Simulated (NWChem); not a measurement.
**One shape, several levels: BNH6 (SMILES [BH3-][NH3+])**

Aim: a comparison of 4 runs (HF/STO-3G, HF/3-21G, B3LYP/6-31G*) of BNH6. 

Program for the calculation: NWChem 7.3.0.

1 further run of the same task is left out (it didn't finish).

### 1 The system as given

BNH6: 8 atoms, total charge 0, spin state singlet. SMILES: `[BH3-][NH3+]`. The shape is that of a PBE0-D4/def2-TZVP optimisation.

Bond lengths: B1–N2 1.639 Å, B1–H3 1.212 Å, B1–H4 1.212 Å, B1–H5 1.212 Å, N2–H6 1.015 Å, N2–H7 1.015 Å, N2–H8 1.015 Å. Some angles: B1–N2–H6 110.9°, B1–N2–H7 110.9°, B1–N2–H8 110.9°, N2–B1–H3 105.3°, N2–B1–H4 105.3°, N2–B1–H5 105.3°, H6–N2–H7 108.0°, H6–N2–H8 108.0°, H7–N2–H8 108.0°, H3–B1–H4 113.3°.

### 2 Energy and gradient at HF/STO-3G (run 1)

Input file work.nw:

```
start work
title "BH6N gradient"
memory total 2200 mb

geometry units angstroms noautosym nocenter noautoz
 B       -0.191300       0.250800      -0.775400
 N        0.206500      -0.255100       0.731700
 H       -0.078200      -0.728400      -1.481000
 H       -1.332600       0.649700      -0.687200
 H        0.604400       1.126600      -1.038400
 H        0.140800       0.507000       1.398700
 H        1.156600      -0.611300       0.755300
 H       -0.414000      -0.996500       1.040500
end

basis "ao basis" spherical bse
 * library STO-3G
end

scf
 thresh 1e-08
 maxiter 80
 print medium
end

task scf gradient
```

Run with:

```console
$ nwchem work.nw > work.out
```

Log:

```text
[...]
  functions       =    16
[...]
  wavefunction    = RHF
[...]
         Total SCF energy =    -81.593953333906
      One-electron energy =   -190.210662499272
      Two-electron energy =     67.862143430404
 Nuclear repulsion energy =     40.754565734962
        Time for solution =      0.2s
[...]
                         RHF ENERGY GRADIENTS
    atom               coordinates                        gradient
                 x          y          z           x          y          z
   1 B      -0.361505   0.473943  -1.465294    0.008357  -0.010569   0.031558
   2 N       0.390228  -0.482069   1.382713    0.004531  -0.005794   0.017413
   3 H      -0.147777  -1.376476  -2.798684    0.002214  -0.023023  -0.019033
   4 H      -2.518249   1.227755  -1.298620   -0.028117   0.010299   0.000168
   5 H       1.142150   2.128965  -1.962291    0.018703   0.021820  -0.008314
   6 H       0.266073   0.958091   2.643160    0.000865  -0.013299  -0.013287
   7 H       2.185657  -1.155189   1.427310   -0.017383   0.006813  -0.001681
   8 H      -0.782347  -1.883112   1.966260    0.010831   0.013753  -0.006825
[...]
```

Run time: 0.81 s. Hardware: 1 thread of INTEL XEON PLATINUM 8581C at 2.10GHz (Emerald Rapids), shared host; peak memory 0.099 GiB.

### 3 Energy and forces at HF/3-21G (run 2)

Input file bh6n.xyz:

```xyz
8
BH6N
B     -0.191300     0.250800    -0.775400
N      0.206500    -0.255100     0.731700
H     -0.078200    -0.728400    -1.481000
H     -1.332600     0.649700    -0.687200
H      0.604400     1.126600    -1.038400
H      0.140800     0.507000     1.398700
H      1.156600    -0.611300     0.755300
H     -0.414000    -0.996500     1.040500
```

Input file run.py:

```python
from ase.io import read
from ase.calculators.nwchem import NWChem

mol = read('bh6n.xyz')

calc = NWChem(
    label='bh6n',
    theory='scf',
    memory='2200 mb',
    basis='3-21G',
    basispar='spherical bse',
    scf={'nopen': '0', 'rhf': None, 'thresh': '1e-08', 'maxiter': '80'},
)
mol.calc = calc

forces = mol.get_forces()
print("Total energy (eV):", round(mol.get_potential_energy(), 6))
print("forces (eV/A):")
for s, f in zip(mol.symbols, forces):
    print(f"{s:2s} {f[0]:10.5f} {f[1]:10.5f} {f[2]:10.5f}")
print("dipole (e A):", mol.get_dipole_moment().round(4))
```

Run with:

```console
$ export ASE_NWCHEM_COMMAND="nwchem PREFIX.nwi > PREFIX.nwo"
$ python run.py
```

Log:

```text
Total energy (eV): -2235.818989
forces (eV/A):
B    -0.20312    0.25613   -0.76593
N     0.37404   -0.47442    1.40783
H    -0.01394    0.04890   -0.01080
H     0.03245   -0.00201   -0.04047
H    -0.03846   -0.01918   -0.02792
H    -0.03882   -0.00206   -0.21196
H    -0.11570    0.08207   -0.16496
H     0.00350    0.11061   -0.18579
dipole (e A): [ 0.3029 -0.3851  1.1474]
```

The calculator wrote bh6n.nwi:

```
title "bh6n"

permanent_dir bh6n

scratch_dir bh6n

start bh6n

geometry units angstrom nocenter noautosym noautoz
  B  -1.9130000000000000e-01 2.5080000000000002e-01 -7.7539999999999998e-01
  N  2.0649999999999999e-01 -2.5509999999999999e-01 7.3170000000000002e-01
  H  -7.8200000000000006e-02 -7.2840000000000005e-01 -1.4810000000000001e+00
  H  -1.3326000000000000e+00 6.4970000000000006e-01 -6.8720000000000003e-01
  H  6.0440000000000005e-01 1.1266000000000000e+00 -1.0384000000000000e+00
  H  1.4080000000000001e-01 5.0700000000000001e-01 1.3987000000000001e+00
  H  1.1566000000000001e+00 -6.1129999999999995e-01 7.5529999999999997e-01
  H  -4.1399999999999998e-01 -9.9650000000000005e-01 1.0405000000000000e+00
end

memory 2200 mb

basis spherical bse noprint
   * library 3-21G
end

scf
  nopen 0
  rhf
  thresh 1e-08
  maxiter 80
end

task scf gradient
```

bh6n.nwo:

```text
Northwest Computational Chemistry Package (NWChem) 7.3.0
             --------------------------------------------------------

           Job information
           ---------------

    nwchem branch   = 7.3.0
    use scalapack   = T
    input           = bh6n.nwi
    prefix          = bh6n.
    data base       = bh6n/bh6n.db
    status          = startup
    nproc           =        1

           Memory information
           ------------------

    heap     =     72089600 doubles =      550.0 Mbytes
    stack    =     72089597 doubles =      550.0 Mbytes
    global   =    144179200 doubles =     1100.0 Mbytes (distinct from heap & stack)
    total    =    288358397 doubles =     2200.0 Mbytes
    verify   = yes
    hardfail = no

[... 136 lines left out ...]
 Convergence threshold     :          1.000E-08
[... 12 lines left out ...]
       Final RHF  results
[... 3 lines left out ...]
      One-electron energy =   -190.255369475572
[... 1 line left out ...]
 Nuclear repulsion energy =     40.754565734962
[... 27 lines left out ...]
                       ROHF Final Molecular Orbital Analysis
[... 182 lines left out ...]
                         RHF ENERGY GRADIENTS

    atom               coordinates                        gradient
                 x          y          z           x          y          z
   1 B      -0.361505   0.473943  -1.465294    0.003950  -0.004981   0.014895
   2 N       0.390228  -0.482069   1.382713   -0.007274   0.009226  -0.027378
   3 H      -0.147777  -1.376476  -2.798684    0.000271  -0.000951   0.000210
[... 4 lines of this table left out ...]
   8 H      -0.782347  -1.883112   1.966260   -0.000068  -0.002151   0.003613

                 ----------------------------------------
                 |  Time  |  1-e(secs)   |  2-e(secs)   |
                 ----------------------------------------
                 |  CPU   |       0.00   |       0.06   |
                 ----------------------------------------
                 |  WALL  |       0.00   |       0.06   |
                 ----------------------------------------

 Task  times  cpu:        0.4s     wall:        0.4s
 Total times  cpu:        0.4s     wall:        0.4s
```

Run time: 1.4 s. Hardware: 1 thread of INTEL XEON PLATINUM 8581C at 2.10GHz (Emerald Rapids), shared host; peak memory 0.099 GiB.

### 4 Energy and forces at B3LYP/6-31G(d) (spherical functions) (run 3)

Input file work.nw:

```
start work
title "BH6N B3LYP"
memory 2200 mb
geometry units angstroms noautosym nocenter noautoz
  B     -0.191300     0.250800    -0.775400
  N      0.206500    -0.255100     0.731700
  H     -0.078200    -0.728400    -1.481000
  H     -1.332600     0.649700    -0.687200
  H      0.604400     1.126600    -1.038400
  H      0.140800     0.507000     1.398700
  H      1.156600    -0.611300     0.755300
  H     -0.414000    -0.996500     1.040500
end
basis "ao basis" spherical bse
  * library 6-31G*
end
dft
  xc b3lyp
  grid xfine
  convergence energy 1e-08
  maxiter 100
  mulliken
  print medium
end
task dft gradient
```

Run with:

```console
$ nwchem work.nw > work.out
```

Log:

```text
[...]
          Wavefunction type:  closed shell.
          No. of atoms     :     8
          No. of electrons :    18
[...]
          Charge           :     0
          Spin multiplicity:     1
[...]
          AO basis - number of functions:    40
[...]
              XC Information
              --------------
                         B3LYP Method XC Potential
                     Hartree-Fock (Exact) Exchange  0.200
                        Slater Exchange Functional  0.800 local
                    Becke 1988 Exchange Functional  0.720 non-local
              Lee-Yang-Parr Correlation Functional  0.810
                  VWN I RPA Correlation Functional  0.190 local
[...]
 d= 0,ls=0.0,diis     1    -83.1780105675 -1.24D+02  1.19D-02  2.23D-01     1.5
[...]
 d= 0,ls=0.0,diis     8    -83.2113031177 -1.20D-10  3.25D-07  2.86D-10     9.7
         Total DFT energy =      -83.211303117726
      One electron energy =     -191.186258391182
           Coulomb energy =       80.466394482721
    Exchange-Corr. energy =      -13.246004944228
 Nuclear repulsion energy =       40.754565734962
[...]
      Total Density - Mulliken Population Analysis
     ---------------------------------------------
    Atom       Charge   Shell Charges
 -----------   ------   -------------------------------------------------------
    1 B    5     5.07   2.00  0.52  1.54  0.36  0.59  0.05
    2 N    7     7.78   2.00  0.79  2.56  0.86  1.54  0.03
    3 H    1     1.09   0.52  0.57
    4 H    1     1.09   0.52  0.57
    5 H    1     1.09   0.52  0.57
    6 H    1     0.63   0.50  0.13
    7 H    1     0.63   0.50  0.13
    8 H    1     0.63   0.50  0.13
[...]
  wavefunction    = closed shell
                         DFT ENERGY GRADIENTS
    atom               coordinates                        gradient
                 x          y          z           x          y          z
   1 B      -0.361505   0.473943  -1.465294    0.001944  -0.002432   0.007300
   2 N       0.390228  -0.482069   1.382713    0.000012  -0.000037   0.000216
   3 H      -0.147777  -1.376476  -2.798684   -0.000130   0.000243  -0.000385
   4 H      -2.518249   1.227755  -1.298620   -0.000007   0.000107  -0.000459
   5 H       1.142150   2.128965  -1.962291   -0.000212   0.000051  -0.000416
   6 H       0.266073   0.958091   2.643160    0.000158  -0.003260  -0.003606
   7 H       2.185657  -1.155189   1.427310   -0.004417   0.001789  -0.000676
   8 H      -0.782347  -1.883112   1.966260    0.002653   0.003538  -0.001975
[...]
```

It took 12 s on 1 thread of INTEL XEON PLATINUM 8581C at 2.10GHz (Emerald Rapids), shared host; peak memory 0.14 GiB.

### 5 Energy and gradient at B3LYP/6-31G(d) (Cartesian functions) (run 4)

bh6n.xyz is that of step 3.

Input file run.py:

```python
from ase.io import read
from ase.calculators.nwchem import NWChem

system = read('bh6n.xyz')

calc = NWChem(
    label='bh6n',
    theory='dft',
    memory='2200 mb',
    basis='6-31G*',
    dft={'xc': 'b3lyp', 'mult': '1', 'grid': 'xfine', 'convergence': 'energy 1e-08', 'iterations': '100', 'mulliken': None},
)
system.calc = calc

forces = system.get_forces()
print("Total energy (eV):", round(system.get_potential_energy(), 6))
print("forces (eV/A):")
for s, f in zip(system.symbols, forces):
    print(f"{s:2s} {f[0]:10.5f} {f[1]:10.5f} {f[2]:10.5f}")
print("dipole (e A):", system.get_dipole_moment().round(4))
```

Run with:

```console
$ export ASE_NWCHEM_COMMAND="nwchem PREFIX.nwi > PREFIX.nwo"
$ python run.py
```

Log:

```text
Total energy (eV): -2264.339091
forces (eV/A):
B    -0.10022    0.12537   -0.37631
N    -0.00031    0.00154   -0.00998
H     0.00648   -0.01070    0.02108
H     0.00252   -0.00627    0.02340
H     0.00941   -0.00427    0.02180
H    -0.00694    0.16013    0.18193
H     0.21942   -0.08968    0.03692
H    -0.13035   -0.17617    0.10120
dipole (e A): [ 0.2857 -0.3632  1.0821]
```

The calculator wrote bh6n.nwi:

```
title "bh6n"

permanent_dir bh6n

scratch_dir bh6n

start bh6n

geometry units angstrom nocenter noautosym noautoz
  B  -1.9130000000000000e-01 2.5080000000000002e-01 -7.7539999999999998e-01
  N  2.0649999999999999e-01 -2.5509999999999999e-01 7.3170000000000002e-01
  H  -7.8200000000000006e-02 -7.2840000000000005e-01 -1.4810000000000001e+00
  H  -1.3326000000000000e+00 6.4970000000000006e-01 -6.8720000000000003e-01
  H  6.0440000000000005e-01 1.1266000000000000e+00 -1.0384000000000000e+00
  H  1.4080000000000001e-01 5.0700000000000001e-01 1.3987000000000001e+00
  H  1.1566000000000001e+00 -6.1129999999999995e-01 7.5529999999999997e-01
  H  -4.1399999999999998e-01 -9.9650000000000005e-01 1.0405000000000000e+00
end

memory 2200 mb

basis noprint
   * library 6-31G*
end

dft
  xc b3lyp
  mult 1
  grid xfine
  convergence energy 1e-08
  iterations 100
  mulliken
end

task dft gradient
```

bh6n.nwo:

```text
Northwest Computational Chemistry Package (NWChem) 7.3.0
             --------------------------------------------------------

           Job information
           ---------------

    nwchem branch   = 7.3.0
    use scalapack   = T
    input           = bh6n.nwi
    prefix          = bh6n.
    data base       = bh6n/bh6n.db
    status          = startup
    nproc           =        1

           Memory information
           ------------------

    heap     =     72089600 doubles =      550.0 Mbytes
    stack    =     72089597 doubles =      550.0 Mbytes
    global   =    144179200 doubles =     1100.0 Mbytes (distinct from heap & stack)
    total    =    288358397 doubles =     2200.0 Mbytes
    verify   = yes
    hardfail = no

[... 107 lines left out ...]
  convergence criterion.
[... 40 lines left out ...]
          Spatial weights used:  Erf1
[... 77 lines left out ...]
         Total DFT energy =      -83.212927433346
[... 3 lines left out ...]
 Nuclear repulsion energy =       40.754565734962
[... 365 lines left out ...]
          Convergence on gradient requested:  5.00D-04
[... 27 lines left out ...]
          total energy or number of iterations.
[... 26 lines left out ...]
                         DFT ENERGY GRADIENTS

    atom               coordinates                        gradient
                 x          y          z           x          y          z
   1 B      -0.361505   0.473943  -1.465294    0.001949  -0.002438   0.007318
   2 N       0.390228  -0.482069   1.382713    0.000006  -0.000030   0.000194
   3 H      -0.147777  -1.376476  -2.798684   -0.000126   0.000208  -0.000410
[... 4 lines of this table left out ...]
   8 H      -0.782347  -1.883112   1.966260    0.002535   0.003426  -0.001968

                 ----------------------------------------
                 |  Time  |  1-e(secs)   |  2-e(secs)   |
                 ----------------------------------------
                 |  CPU   |       0.00   |       0.23   |
                 ----------------------------------------
                 |  WALL  |       0.00   |       0.23   |
                 ----------------------------------------

 Task  times  cpu:       10.9s     wall:       10.9s
 Total times  cpu:       10.9s     wall:       10.9s
```

Wall time 12 s (1 thread of INTEL XEON PLATINUM 8581C at 2.10GHz (Emerald Rapids), shared host); peak memory 0.14 GiB.

### 6 The series

| run | level | iteration cap | module | energy (Eh) | dipole moment (D) | HOMO energy (eV) | LUMO energy (eV) | wall time |
| --- | --- | --- | --- | --- | --- | --- | --- | --- |
| 1 | HF/STO-3G | 80 | scf | -81.593953 | 5.88 | -9.45 | 14.26 | 0.81 s |
| 2 | HF/3-21G | 80 | scf | -82.164833 | 5.99 | -10.95 | 5.55 | 1.4 s |
| 3 | B3LYP/6-31G* (spherical functions) | 100 | dft | -83.211303 | 5.66 | -7.22 | 0.80 | 12 s |
| 4 | B3LYP/6-31G* (Cartesian functions) | 100 | dft | -83.212927 | 5.65 | -7.22 | 0.77 | 12 s |

### 7 What came out

| quantity | value |
| --- | --- |
| run 4: total energy | -83.21293 Eh |
| run 4: dipole moment | 5.65 D |
| run 4: HOMO energy | -7.22 eV |
| run 4: LUMO energy | 0.77 eV |
| run 4: HOMO–LUMO gap | 7.99 eV |
| run 4: largest force on an atom | 0.409 eV/Å |

What this shows: The dipole moment (its size) runs from 5.65 D (B3LYP/6-31G*) to 5.99 D (HF/3-21G). The two ends differ in method and basis. The HOMO–LUMO gap runs from 7.99 eV (B3LYP/6-31G*) to 23.71 eV (HF/STO-3G). In run 1 the basis is minimal, so the values are rough. All runs together took 27 s, the longest 12 s.
